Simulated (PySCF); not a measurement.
**Property card for `ClCC1CC1`**

Species: C4H7Cl.
SMILES with atom numbers: `[Cl:1][CH2:2][CH:3]1[CH2:4][CH2:5]1` (hydrogens: H6, H7 on C2; H8 on C3; H9, H10 on C4; H11, H12 on C5)

Among its groups: C–Cl bond and cyclopropane ring.

**GFN2-xTB geometry**

- Point group of the GFN2-xTB geometry: C1
- Rotational constants A, B, C of the GFN2-xTB geometry: 11.781, 2.066, 1.901 GHz

From B3LYP/def2-SVPD ground state and vertical TDDFT (core frozen in the response) (PySCF):

- Dipole moment: 2.25 D
- HOMO energy: -7.97 eV
- LUMO energy: 0.25 eV
- HOMO–LUMO gap: 8.22 eV
- Lowest singlet excitation: 7.12 eV (174 nm, f = 0.015)
- Strongest line among the 8 lowest singlet transitions: S7 at 8.03 eV (154 nm, f = 0.057)
- Lowest triplet excitation (Tamm–Dancoff): 6.54 eV
- Static isotropic polarisability: 61.6 au
- Electronic spatial extent ⟨r²⟩ about the centre of nuclear charge: 641 bohr²

Monoisotopic mass (most abundant isotopes): 90.0236 u.

The vertical singlet–triplet gap S1 − T1 is 0.58 eV (TDDFT singlet less Tamm–Dancoff triplet; S1: HOMO→LUMO, weight 0.87; T1: HOMO→LUMO, weight 0.66). The rotational constants make it an asymmetric top with κ = (2B − A − C)/(A − C) = -0.97, nearer the prolate limit (−1). The polarisability is 9.12 Å³ as a volume (1 au = 0.148185 Å³), or 1.28 au for each of the 48 electrons. S1 lies 1.10 eV below the HOMO–LUMO gap; its leading configuration is HOMO→LUMO, weight 0.87. The 8 singlets span 7.12 to 8.17 eV, and their oscillator strengths add up to 0.21. A dipole of 2.25 D is allowed in C1, and pure rotational transitions are dipole-allowed.

One conformer (not necessarily the lowest) at the GFN2-xTB geometry, without solvent, vibrations or thermal averaging.

Shape of the structure used: `[Cl:1][CH2:2][CH:3]1[CH2:4][CH2:5]1`: Cl1–C2–C3–C4 151°.
